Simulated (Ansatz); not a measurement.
Species: HO, SMILES `[OH]` (charge 0, multiplicity 2).

**Question.** Give a relaxed geometry from PBE0-D4/def2-TZVP run with Ansatz (an electronic-structure program).

**Answer.** the end point of this relaxation (outside a Z-matrix the atoms follow the SMILES, hydrogens last).
Z-matrix (Å, degrees):
```
O
H 1 0.9731
```
